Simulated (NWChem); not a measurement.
# SOF2 (SMILES O=S(F)F) at CAM-B3LYP/MINI

Aim: the vertical ionisation energy of SOF2 at CAM-B3LYP/MINI, from 2 runs. 

Program for the calculation: NWChem 7.3.0.

## Step 1: The structure to begin with

SOF2: 4 atoms, total charge 0, spin state singlet. SMILES: `O=S(F)F`. Geometry: relaxed at PBE0-D4/def2-TZVP.

Bond lengths: O1–S2 1.419 Å, S2–F3 1.588 Å, S2–F4 1.588 Å. Angles: O1–S2–F3 106.5°, O1–S2–F4 106.4°, F3–S2–F4 93.0°.

## Step 2: A single-point energy at CAM-B3LYP/MINI

Input file a.nw:

```
start a
memory total 2200 mb
charge 0
geometry units au noautosym nocenter noautoz
  O      1.76198064     0.12585576    -1.92336325
  S     -0.28591556    -0.80540127    -0.46430571
  F     -2.12480805     1.51971775     0.00075589
  F      0.64874298    -0.84017224     2.38691307
end
basis spherical bse
  O library MINI
  S library MINI
  F library MINI
end
dft
  xc xcamb88 1.00 lyp 0.81 vwn_5 0.19 hfexch 1.00
  cam 0.33 cam_alpha 0.19 cam_beta 0.46
  grid fine
  convergence energy 1e-08
  direct
  maxiter 100
  mulliken
  print low
end
task dft energy
```

Run with:

```sh
$ nwchem a.nw > a.out
```

The program printed, shortened:

```text
[...]
 d= 0,ls=0.0,diis     1   -668.7784127496 -8.63D+02  9.51D-02  8.84D-01     0.4
[...]
 d= 0,ls=0.0,diis     8   -668.9688677846 -5.15D-10  2.78D-06  1.95D-09     2.1
         Total DFT energy =     -668.968867784584
      One electron energy =    -1309.979759221232
           Coulomb energy =      502.306412401198
    Exchange-Corr. energy =      -55.225038240860
 Nuclear repulsion energy =      193.929517276310
[...]
      Total Density - Mulliken Population Analysis
     ---------------------------------------------
    Atom       Charge   Shell Charges
 -----------   ------   -------------------------------------------------------
    1 O    8     8.59   2.00  1.95  4.64
    2 S   16    14.73   2.00  2.00  1.70  5.96  3.07
    3 F    9     9.34   2.00  1.98  5.37
    4 F    9     9.34   2.00  1.98  5.37
[...]
```

Wall time 2.7 s (1 thread of Intel Xeon Platinum 8259CL at 2.50GHz (Skylake/Cascade Lake), shared host); peak memory 0.11 GiB.

## Step 3: The doublet cation

Input file struct.nw:

```
echo
start struct
title "F2OS"
memory stack 880 mb heap 220 mb global 1100 mb
charge 1
geometry units angstrom noautosym nocenter noautoz
   O        0.932400       0.066600      -1.017800
   S       -0.151300      -0.426200      -0.245700
   F       -1.124400       0.804200       0.000400
   F        0.343300      -0.444600       1.263100
end
basis spherical bse
   * library MINI
end
dft
   xc xcamb88 1.00 lyp 0.81 vwn_5 0.19 hfexch 1.00
   cam 0.33 cam_alpha 0.19 cam_beta 0.46
   mult 2
   grid fine
   convergence energy 1e-08
   direct
   maxiter 100
   mulliken
   noprint "final vectors analysis"
end
task dft energy
```

Run with:

```sh
$ nwchem struct.nw > struct.out
```

The program printed:

```text
[...]
          Wavefunction type:  spin polarized.
          No. of atoms     :     4
          No. of electrons :    41
[...]
          Charge           :     1
          Spin multiplicity:     2
[...]
          AO basis - number of functions:    24
[...]
              XC Information
              --------------
                     Hartree-Fock (Exact) Exchange  1.000
                   CAM-Becke88 Exchange Functional  1.000
                      VWN V Correlation Functional  0.190 local
              Lee-Yang-Parr Correlation Functional  0.810
[...]
 d= 0,ls=0.0,diis     1   -668.2846760851 -8.62D+02  4.14D-02  2.05D-01     0.5
[...]
 d= 0,ls=0.0,diis    14   -668.5150917619 -2.84D-09  1.32D-06  3.63D-11     4.9
[...]
         Total DFT energy =     -668.515091761894
      One electron energy =    -1293.608430206779
           Coulomb energy =      485.665160075039
    Exchange-Corr. energy =      -54.501352810154
 Nuclear repulsion energy =      193.929531180000
[...]
      Total Density - Mulliken Population Analysis
     ---------------------------------------------
    Atom       Charge   Shell Charges
 -----------   ------   -------------------------------------------------------
    1 O    8     8.27   2.00  1.98  4.29
    2 S   16    14.39   2.00  2.00  1.64  5.96  2.80
    3 F    9     9.17   2.00  1.99  5.18
    4 F    9     9.17   2.00  1.99  5.18
[...]
      <S2> =      0.7639 (Exact =     0.7500)
[...]
```

Wall time 5.7 s (1 thread of Intel Xeon Platinum 8259CL at 2.50GHz (Skylake/Cascade Lake), shared host); peak memory 0.11 GiB.

## Step 4: Results

At CAM-B3LYP/MINI:

```
                                          quantity          value
                        singlet SOF2: total energy  -668.96887 Eh
                      doublet cation: total energy  -668.51509 Eh
                              doublet cation: ⟨S²⟩          0.764
vertical ionisation energy (to the doublet cation)      12.348 eV
```

**Reading.** The vertical ionisation energy comes to 12.35 eV (285 kcal/mol). In a minimal basis such a difference can be off by several eV, whatever the method. Mulliken charges (singlet SOF2) run from -0.59 on O1 to +1.27 on S2. Mulliken charges (doublet cation) run from -0.27 on O1 to +1.61 on S2; they depend strongly on the basis.
